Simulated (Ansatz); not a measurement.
# CH3ClO2: small, medium and large basis sets

One table from this session's results is given with a row withheld; the runs are named, their logs left out.

The runs use Ansatz 0.2.0, Gaussian basis; one geometry, several basis sets.

Plan: PBE0-D4/def2-SVP; ωB97M-V/def2-SVP; PBE0-D4/def2-QZVPP; ωB97M-V/def2-QZVPP; the functionals' def2-TZVPP values are taken from earlier runs.

## The geometry

An earlier PBE0-D4 in a triple-zeta def2 set relaxation fixed the geometry.

SMILES `OC(O)Cl`, 7 atoms, charge 0, spin multiplicity 1.

Atoms are counted from 1 here; the program's logs count them from 0.

Bond lengths: O1–C2 1.382 Å, O1–H5 0.964 Å, C2–O3 1.368 Å, C2–Cl4 1.794 Å, C2–H6 1.091 Å, O3–H7 0.965 Å. Angles: C2–O1–H5 107.1°, O1–C2–O3 113.2°, O1–C2–Cl4 105.3°, O1–C2–H6 113.3°, O3–C2–Cl4 111.9°, O3–C2–H6 106.8°, Cl4–C2–H6 106.2°, C2–O3–H7 108.0°.

Coordinates:

```xyz
7
CH3ClO2
O    -0.6834    0.5792   -0.8187
C    -0.1947   -0.1317    0.2616
O     1.1623   -0.0296    0.4055
Cl   -0.7127   -1.8274   -0.0125
H    -0.4470    1.5038   -0.6805
H    -0.6365    0.1715    1.2124
H     1.5733   -0.3338   -0.4134
```

Set-up of the first run:

File in.yaml:

```yaml
crystal:
  periodic: [false, false, false]
  atoms:
    - {symbol: O, position_ang: [-0.683408, 0.579206, -0.818711]}
    - {symbol: C, position_ang: [-0.194740, -0.131654, 0.261554]}
    - {symbol: O, position_ang: [1.162280, -0.029584, 0.405464]}
    - {symbol: Cl, position_ang: [-0.712696, -1.827413, -0.012464]}
    - {symbol: H, position_ang: [-0.447011, 1.503753, -0.680540]}
    - {symbol: H, position_ang: [-0.636513, 0.171471, 1.212447]}
    - {symbol: H, position_ang: [1.573288, -0.333780, -0.413448]}
basis:
  gaussian: {orbitals: def2-SVP}
hamiltonian: {xc: pbe0, dispersion: d4}
output: {orbitals: {seedname: orbitals}}
```

Command:

```
> ansatz run in.yaml --threads 2 --pin off --events-out ev --progress --plain --max-ram 4352MiB
```

Among the steps run: PBE0-D4 in def2-SVP; ωB97M-V in def2-SVP; PBE0-D4 in def2-QZVPP; ωB97M-V in def2-QZVPP.

One of the session's tables, all rows but one given; the rest of the session is left out.

It belongs to the step «Functionals by basis». 

| functional | basis | HOMO (eV) | LUMO (eV) |
| --- | --- | --- | --- |
| PBE0-D4 | def2-SVP | -8.35 | 1.47 |
| PBE0-D4 | def2-TZVPP | -8.61 | 0.78 |
| PBE0-D4 | def2-QZVPP | -8.67 | 0.32 |
| ωB97M-V | def2-SVP | -10.67 | 3.23 |
| ωB97M-V | def2-TZVPP | ? | ? |
| ωB97M-V | def2-QZVPP | -11.04 | 1.53 |

Estimate the missing values for ωB97M-V, def2-TZVPP.

**Answer.** HOMO (eV): -10.96; LUMO (eV): 2.25. In the column «HOMO (eV)» it lies between ωB97M-V, def2-QZVPP (-11.04) and ωB97M-V, def2-SVP (-10.67).
